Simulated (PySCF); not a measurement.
C3H6O, SMILES C(C)(C)=O. Heavy atoms are numbered as in [CH3:1][C:2]([CH3:3])=[O:4]. Hydrogens are named by the atom that carries them.

Geometry optimised at PBE0-D3(BJ)/def2-SVP.

Calculation: PySCF with PBE/def2-TZVP.

ESP charges are fitted to the potential on shells at 1.4 to 2.0 van der Waals radii. Atomic charges (e), one atom of each kind:

| atom | Löwdin | ESP fit | Mulliken |
|---|---|---|---|
| C1 (CH3) | -0.28 | -0.70 | -0.32 |
| C2 | -0.41 | 0.84 | 0.13 |
| O4 | 0.15 | -0.53 | -0.24 |
| H on C1 | 0.14 | 0.18 | 0.12 |

Computed Mayer and Wiberg (Löwdin basis) orders of the bonds:
| bond | Mayer | Wiberg |
|---|---|---|
| C1–C2 | 0.97 | 1.27 |
| C2–C3 | 0.97 | 1.27 |
| C2–O4 | 2.20 | 2.68 |
